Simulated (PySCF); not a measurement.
Calculation: B3LYP-D3(BJ)/def2-TZVP // BP86-D3(BJ)/def2-SVP in PySCF. Gas-phase values, no solvent. B3LYP has the VWN-RPA correlation part, as in Gaussian. 

Reference species (SMILES): `N` (neutral, multiplicity 1).

| Item | Result |
|---|---|
| dipole moment | 1.83 D |
| HOMO–LUMO gap | 8.05 eV |

Changed species: `[C-]#[S+]` (free ligand CS; the reference has free ligand NH3).

**Question.** Predict the effect on the dipole moment and HOMO–LUMO gap.

**Answer.** the dipole moment is nearly the same; the HOMO–LUMO gap decreases by 2.00 eV, to 6.05 eV.
